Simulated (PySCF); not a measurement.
Gas-phase reaction: trisilylamine + 3 NH ⇌ 2 N₂ + 3 SiH₄

Computed with PySCF and rigid-rotor harmonic-oscillator thermochemistry at 1 bar. † marks an energy on the PBE0/def2-TZVP geometry and frequencies; other levels use their own. MP2 and CCSD(T) freeze the core. 6-31G* has spherical d functions here. Open shells (unrestricted): NH (multiplicity 3); the rest are closed-shell singlets. B3LYP is the form with VWN-RPA correlation. MP2 isn't extrapolated to the basis-set limit; its ΔH°(298 K) is -973.4 kJ in def2-SVP and -941.0 kJ in def2-TZVPP. CCSD(T) isn't extrapolated to the basis-set limit. The harmonic model lacks anharmonicity and excited electronic states, which grow with temperature; levels with a mode under 35 cm⁻¹ are left out. Internal rotation in trisilylamine is treated as a harmonic vibration of one conformer, which makes the entropy rough.

```
level               ΔE electronic, kJ  ΔH°(298 K), kJ  ΔS°(298 K), J/K  ΔG°(1800 K), kJ
------------------  -----------------  --------------  ---------------  ---------------
B3LYP/def2-TZVP†                 -900            -901               87            -1008
BLYP/def2-TZVP†                  -962            -964               87            -1071
CCSD(T)/def2-SVP†                -921            -923               87            -1030
HF/6-31G*                        -514            -515               96             -637
HF/def2-TZVP†                    -505            -506               87             -613
MP2/def2-TZVPP†                  -939            -941               87            -1048
PBE/def2-TZVP†                   -932            -933               87            -1040
PBE0/def2-SVP†                   -870            -872               87             -979
PBE0/def2-TZVP                   -845            -846               87             -953
ωB97M-V/def2-TZVP†               -892            -894               87            -1000
ωB97X-V/def2-TZVP†               -896            -897               87            -1004
```
ΔH° is lowest at BLYP/def2-TZVP† and highest at HF/def2-TZVP†. No reference value is set beside these.
